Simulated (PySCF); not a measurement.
This PySCF input asks for the NMR shieldings of `P(C)(C)(=O)O`, C2H7O2P; the geometry comes from GFN2-xTB.

```python
import basis_set_exchange as bse
import numpy as np
from pyscf import gto, dft
from pyscf.prop import nmr

atoms = """
C     1.027748   -0.027912   -1.184321
P     0.264041    0.248901    0.454277
C    -1.179779   -0.870988    0.543036
O     1.178083    0.202472    1.602136
O    -0.407486    1.713660    0.306524
H     0.303477    0.141292   -1.973759
H     1.859212    0.664569   -1.290246
H     1.404196   -1.045395   -1.231452
H    -1.675270   -0.707979    1.496896
H    -1.867578   -0.670217   -0.271210
H    -0.833987   -1.899090    0.495736
H    -0.071458    2.250001    1.026355
"""
names = dict.fromkeys(["C", "P", "O", "H"], "pcSseg-1")
basis = {el: gto.basis.parse(bse.get_basis(n, elements=[el], fmt="nwchem")) for el, n in names.items()}
mol = gto.M(atom=atoms, basis=basis, charge=0, verbose=0)
mf = dft.RKS(mol, xc="PBE0")
mf.grids.level = 2
mf.grids.alignment = dft.numint.BLKSIZE   # the property module wants whole blocks of grid points
mf.conv_tol = 1e-9
mf.kernel()

calc = nmr.RKS(mf)   # GIAO
C = mf.mo_coeff
Co = C[:, mf.mo_occ > 0]
resp = mf.gen_response(singlet=True, hermi=2)
def vind(x):   # induced exchange potential for any number of trial vectors
    d = np.einsum("pi,xij,qj->xpq", C, 2 * x.reshape(-1, C.shape[1], Co.shape[1]), Co, optimize=True)
    return np.einsum("xpq,pi,qj->xij", resp(d - d.transpose(0, 2, 1)), C, Co, optimize=True).ravel()
mo1, _ = nmr.rhf.solve_mo1(calc, with_cphf=vind)
sigma = calc.kernel(mo1)
for i, s in enumerate(sigma):   # ppm
    print("%2d %-2s %9.2f" % (i, mol.atom_pure_symbol(i), np.trace(s) / 3))
```

Q: What are the results?

A: 
```
 0 C     165.88
 1 P     279.86
 2 C     165.79
 3 O     174.77
 4 O     219.44
 5 H      30.50
 6 H      30.26
 7 H      30.48
 8 H      30.26
 9 H      30.50
10 H      30.48
11 H      29.43
```

These numbers come from an equivalent density-fitted implementation of the same equations, which agrees with the script to about 0.01 ppm for H and up to a few tenths of a ppm for heavy atoms, so last digits may differ.

Q: Turn these shieldings into chemical shifts. δ = σ(ref) − σ, references computed at the same level: ¹³C (σ = 186.93 ppm) and ¹H (σ = 31.72 ppm) against TMS; ³¹P (σ = 318.38 ppm) vs H3PO4; ¹⁷O (σ = 336.08 ppm) vs H2O.

A: Averaging equivalent atoms: C 0/2: 21.1; P 1: 38.5; O 3: 161.3; O 4: 116.6; H 11: 2.28; H 5/6/7/8/9/10: 1.30 ppm. Experimental scales use liquid or dissolved standards, which lie at an offset from isolated H2O (liquid H2O: subtract about 36 ppm) and H3PO4.

Size and cost of the density-fitted run: 127 basis functions, 19 s wall time on 1 thread of an x86-64 server CPU, shared host.
